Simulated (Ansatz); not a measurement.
The standard entropy of HO2 (SMILES [O]O) from a frequency calculation

A doublet with charge 0, relaxed at UPBE0-D4/def2-TZVP (Ansatz 0.2.0):

```xyz
3

O    -0.3552    0.9419   -0.0886
O    -0.2445   -0.3594   -0.1724
H     0.5997   -0.5825    0.2611
```

Harmonic wavenumbers in cm⁻¹: 1226, 1458, 3631.

Masses in u: O 15.999, H 1.008. Take T = 298.15 K, p = 1 bar, R = 8.3145 J/(mol K), kT/hc = 207.22 cm⁻¹, rigid rotor and harmonic oscillator.

Problem. Compute the standard molar entropy.

Solution. 
1. Translation (Sackur–Tetrode): S = R[3/2 ln M + 5/2 ln T − 1.1517] with M = 33.006 gives 152.5 J/(mol K).
2. Rotation: principal moments 0.808, 14.579, 15.387 u Å² give A, B, C = 20.863, 1.1563, 1.0956 cm⁻¹; the symmetry number is σ = 1; q = (√π/σ)√((kT/hc)³/ABC) = 1028; S = R(ln q + 3/2) = 70.1.
3. Vibration: with u = ν̃/207.22, each mode gives R[u/(eᵘ − 1) − ln(1 − e⁻ᵘ)]; the sum is 0.2, most from 1226 cm⁻¹ (0.2), 1458 cm⁻¹ (0.1).
4. Electronic: R ln 2 = 5.8, from the spin multiplicity alone.
5. Sum: 152.5 + 70.1 + 0.2 + 5.8 = 228.6 J/(mol K).

The tabulated value is 229.0 J/(mol K) (CRC Handbook of Chemistry and Physics): the model is off by -0.4.
